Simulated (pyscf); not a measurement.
HO–BH–OH (SMILES OBO) + SiH₄ (SMILES [SiH4]) → HO–SiH₃ (SMILES O[SiH3]) + H₂B–OH (SMILES BO) (four-centre exchange; singlet surface; B–O, H–Si broken, O–Si, B–H formed). Single points on ωB97X-D3(BJ)/def2-SVP structures (PySCF, gas phase). MP2 and CC: frozen core, UHF for open shells. ΔMP2 is the change of the MP2 total energy from the triple- to the quadruple-zeta basis. Energies in kJ/mol from the separated reactants.

```json
[
 {"level": "PBE/def2-TZVP", "barrier": "?", "reaction energy": "+66.9"},
 {"level": "r²SCAN/def2-TZVP", "barrier": "112.4", "reaction energy": "+64.2"},
 {"level": "PBE0-D3(BJ)/def2-TZVP", "barrier": "109.0", "reaction energy": "+65.8"},
 {"level": "HF/def2-TZVP", "barrier": "188.2", "reaction energy": "+56.5"},
 {"level": "MP2/def2-QZVPP", "barrier": "119.8", "reaction energy": "+53.4"},
 {"level": "CCSD/def2-TZVPP", "barrier": "133.6", "reaction energy": "+58.5"},
 {"level": "CCSD(T)/def2-TZVPP + ΔMP2(QZVPP)", "barrier": "?", "reaction energy": "?"}
]
```

Question: Some entries are withheld; supply them.

Answer: 
- PBE/def2-TZVP, barrier: 111.7
- CCSD(T)/def2-TZVPP + ΔMP2(QZVPP), barrier: 124.3
- CCSD(T)/def2-TZVPP + ΔMP2(QZVPP), reaction energy: +57.1

Of the functionals in the table, r²SCAN is closest to CCSD(T)/def2-TZVPP + ΔMP2(QZVPP) in the barrier (11.9 kJ/mol apart) and PBE0-D3(BJ) least close (15.3 kJ/mol); that level has limits of its own. The products may also form a dative adduct at H₂B–OH; it and routes through it were not searched. This is the saddle that the search found; another between the same sides may lie lower. The CCSD(T) − MP2 part came from Ansatz, without density fitting, on the same reference.
